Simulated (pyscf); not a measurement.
Thermochemistry of product channels of H₂Al–NH–SiH₃ + HCl on the singlet surface, in eV, from CCSD(T)/def2-TZVPP + ΔMP2(QZVPP) energies (ideal gas, 1 atm, RRHO with modes under 100 cm⁻¹ raised to 100, one conformer, R ln 2 for chiral ones without a mode under 150 cm⁻¹). Structures and frequencies: ωB97X-D3(BJ)/def2-SVP in PySCF. MP2 and CC: frozen core, UHF for open shells. ΔMP2 is the change of the MP2 total energy from the triple- to the quadruple-zeta basis.

```tsv
products	ΔE	ΔH(298 K)	ΔG(298 K)	ΔG(600 K)
H₂N–SiH₃ + H₂Al–Cl	-0.58	-0.51	-0.57	-0.61
H₃Si–Cl + H₂N–AlH₂	-0.40	-0.33	-0.34	-0.33
```

These are energies of the channels, which say nothing of barriers. The CCSD(T) − MP2 part came from Ansatz, without density fitting, on the same reference.
